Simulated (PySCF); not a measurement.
Gas-phase reaction: 2 H2O + 2 NH3 → 2 NO + 5 H2

Energies from PySCF (xtb for GFN2), thermal terms from the rigid-rotor harmonic-oscillator model, ideal gas at 1 bar. The comparison is the NASA 1993 polynomial table, which mixes measured and estimated data. † marks an energy on the PBE0/def2-TZVP geometry and frequencies; other levels use their own. 6-31G* has spherical d functions here. Open shells (unrestricted): NO (multiplicity 2); the rest are closed-shell singlets. GFN2 has no spin-polarisation term. Spin-orbit splitting is ignored; it lowers the true energy and changes the entropy of NO. B3LYP is the form with VWN-RPA correlation.

Levels: a) ωB97X-V/def2-TZVP†; b) PBE0/def2-TZVP; c) BLYP/def2-TZVP†; d) B3LYP/6-31G*; e) GFN2-xTB.

Order the levels by the distance of their ΔH°(298 K) from the table for this reaction, closest first.

b (-17 kJ), a (-61 kJ), c (-135 kJ), d (-190 kJ), e (+228 kJ)

The table gives 758 kJ. The order holds for this reaction alone, and for the 1993 entries, some of which have been revised since.
